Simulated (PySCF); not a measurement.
## [NO2]+: one-bond stretch

Method: PySCF, PBE0, basis N def2-TZVP, O def2-TZVP (no relativity, density fitting).

Rigid scan from the singlet minimum (N–O 1.110 Å (×2); O–N–O 180.0°). Coordinate: the bond from N to the last atom (O) scaled, the rest fixed. Energies in kJ/mol from the minimum.

Predict the curve at 0.92, 0.96, 1.00, 1.05, 1.12, 1.20, 1.35, 1.55, 1.80, 2.20.


| scale of one bond | E (kJ/mol) | dipole size (D, about the centre of mass) |
| --- | --- | --- |
| 0.92 | 59.4 | 0.47 |
| 0.96 | 13.2 | 0.22 |
| 1.00 | 0.0 | 0.00 |
| 1.05 | 15.8 | 0.25 |
| 1.12 | 74.3 | 0.56 |
| 1.20 | 165.0 | 0.85 |
| 1.35 | 337.2 | 1.28 |
| 1.55 | 500.8 | – |
| 1.80 | 598.0 | – |
| 2.20 | 641.5 | – |

At long bonds a restricted determinant can lie too high, and another spin state can fall below this curve.

Other isomers or separated fragments may lie lower.

The scan took 8.6 s on 2 threads of a shared Intel Xeon Platinum 8259CL @ 2.50GHz (Skylake/Cascade Lake) host; the process peaked at 0.85 GiB. Launch command: `OMP_NUM_THREADS=2 python axn.py task.json out`.
